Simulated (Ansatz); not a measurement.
# How far each method lies from full CI for SnH$_{2}$, triplet

Geometry: displaced at random from a stationary point.

```xyz
3

Sn    0.0021   -0.0143   -0.0001
H    -0.1628    0.8560   -1.4713
H    -0.0861    0.8235    1.4860
```

Basis def2-SVP with its core potentials; Ansatz 0.2.0. Only valence electrons are correlated (noble-gas cores and the filled d shells of p-block atoms frozen), which leaves 6 electrons in 27 orbitals. Prefix R: restricted or restricted open-shell reference; prefix U: unrestricted. Active spaces: valence = (6e, 6o) chosen from the atoms' valence shells. No spin–orbit coupling is included; scalar relativity enters through the core potentials alone.

Full CI is exact within this basis and frozen core; it isn't the basis-set limit. The frozen core follows each run's orbitals, which can shift R against U totals by a few meV for light atoms and by up to 0.1 eV past Ca.

```
UHF ⟨S²⟩                          : 2.005
T1 diagnostic (RCCSD)             : 0.0184
largest doubles amplitude (RCCSD) : 0.057
```

```json
{"level": "RMP2", "E − E(RHF) (eV)": "-1.7343"}
{"level": "RCCSD", "E − E(RHF) (eV)": "-2.2770"}
{"level": "RCCSD(T)", "E − E(RHF) (eV)": "-2.3218"}
```

(1) Estimate how far full CI in def2-SVP lies from RCCSD(T). The table doesn't fix it; the size of (T) and the diagnostics are the guide.

(1) Full CI in def2-SVP lies 1.5 kJ/mol below RCCSD(T), which is 34 % of the (T) step (-4.3 kJ/mol). The diagnostics give no warning, yet the rest is a sizeable part of (T).

The other levels:

```csv
level,E − E(full CI) (kJ/mol),share of correlation (%),wall time
BCCD(T),1.5,99.36,0.78 s
RCCSDT,0.0,100.00,–
RCCSDT(Q),-0.1,100.03,4.7 s
CASSCF (valence space),136.0,39.70,–
NEVPT2 (valence space),40.0,82.25,0.81 s
MRCISD (valence space),3.8,98.31,–
MRCISD+Q (valence space),-0.7,100.32,1.1 s
```

The correlation energy at full CI, counted from RHF, is -2.337 eV. That run took 22 s on 1 thread of Arm Neoverse V1, shared host over 4,258,800 determinants.

Run but not shown, since their state, orbitals or frozen core can't be matched to the reference's or they repeat it: UHF, UMP2, UCCSD, UCCSD(T), UCCSDT, UCCSDT(Q).

Times hold each run's SCF and search for its determinant on a shared host, so for small cases they say little of a method's own cost; they ran on 1 thread of Arm Neoverse V1. Some runs computed forces too.

More than 5 meV below full CI, which no variational method can be: MRCISD+Q (valence space).

The full-CI state has the irrep A'' of Cs, in the program's axes.

Natural occupations of full CI about the gap: 1.958 1.940 0.995 0.990 0.038 0.025 0.008 0.007 0.007 0.007; effectively unpaired electrons, Σ n²(2−n)², 2.03.
